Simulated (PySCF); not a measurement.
Below is a simulated gas-phase C 1s photoelectron spectrum of trifluoroacetaldehyde (`O=CC(F)(F)F`).

Every computed line was given a Gaussian of 0.4 eV full width at half maximum and an area set by the number of equivalent atoms; the highest printed point is 100. Computed with PySCF 2.14.0, delta-SCF UKS SCAN, pcX-2 on the ionised atom, pcseg-1 elsewhere, spin-free X2C.

binding energy (eV), intensity and a bar:
```
    294.7          0 
    294.8          2 #
    294.9          9 ###
    295.0         29 #########
    295.1         61 ##################
    295.2         92 ############################
    295.3         98 ##############################
    295.4         74 ######################
    295.5         40 ############
    295.6         15 ####
    295.7          4 #
    295.8          1 
    295.9          0 
    296.0          0 
    296.1          0 
    296.2          0 
    296.3          0 
    296.4          0 
    296.5          0 
    296.6          0 
    296.7          0 
    296.8          0 
    296.9          0 
    297.0          0 
    297.1          0 
    297.2          0 
    297.3          0 
    297.4          0 
    297.5          0 
    297.6          0 
    297.7          0 
    297.8          0 
    297.9          0 
    298.0          0 
    298.1          0 
    298.2          0 
    298.3          0 
    298.4          0 
    298.5          1 
    298.6          6 ##
    298.7         20 ######
    298.8         49 ###############
    298.9         83 #########################
    299.0        100 ##############################
    299.1         85 #########################
    299.2         51 ###############
    299.3         22 ######
    299.4          6 ##
    299.5          1 
    299.6          0
```

Task: How many maxima does the curve show, and how many computed lines lie under it?

Result: The curve has 2 maxima (at 295.3 and 299.0 eV). Under it lie 2 lines from 2 inequivalent carbon sites.

Task: Decompose the envelope and assign each component. Numbering: `[O:1]=[CH:2][C:3]([F:4])([F:5])[F:6]`.

Result: 
```tsv
position (eV)	relative area	line	atoms	environment
295.27	1	C 1s	C2	aldehyde carbon
299.00	1	C 1s	C3	CF3 carbon
```

Task: Above which line width would these two lines show one maximum?

Result: Two equal Gaussians merge once their distance is under 2σ = FWHM/1.177. With 3.73 eV between them that is a full width over 4.39 eV.

The listed C 1s values span 3.73 eV, from C2 (bonded to O (double bond), C and H) to C3 (bonded to 3 F and C). Summing the Pauling electronegativity differences to the bonded atoms, each weighted by its formal bond order, gives +1.43 for the lowest site and +4.29 for the highest.

No satellites, vibrations or lifetime broadening are included. Spin contamination (⟨S²⟩ against 0.75 for a pure doublet) is marked for C 1s of C2 (0.87), which makes this value less certain. Geometry: PBE0-D3(BJ)/def2-SVP; no solvent, vibrations or thermal averaging.

The values belong to the conformer `[O:1]=[CH:2][C:3]([F:4])([F:5])[F:6]`: O1–C2–C3–F4 127°.
